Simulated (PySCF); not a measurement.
BF3. Atoms are numbered in the order given.

```xyz
4

B      0.0000     0.0000     0.0000
F     -1.3253     0.0000     0.0000
F      0.6627     1.1478     0.0000
F      0.6627    -1.1478     0.0000
```

Coordinates come from a PBE-D3(BJ)/def2-TZVP optimisation. The isomer is the one that the SMILES or the coordinates give; other isomers of the formula were not compared.

The numbers are results of M06-2X/def2-TZVPD run with PySCF, not measurements.

Symmetry labels are those of the subgroup C2v that the program uses (full group D3h).

Computed valence orbital energies around the gap with their symmetry:
```tsv
orbital	symmetry	energy (eV)
HOMO−7	B1	-18.36
HOMO−6	A1	-18.36
HOMO−5	B2	-17.26
HOMO−4	A1	-15.54
HOMO−3	B1	-15.54
HOMO−2	B2	-15.26
HOMO−1	A2	-15.26
HOMO	B1	-14.54
LUMO	A1	-0.14
LUMO+1	B2	1.29
LUMO+2	A1	1.48
LUMO+3	B1	1.48
```
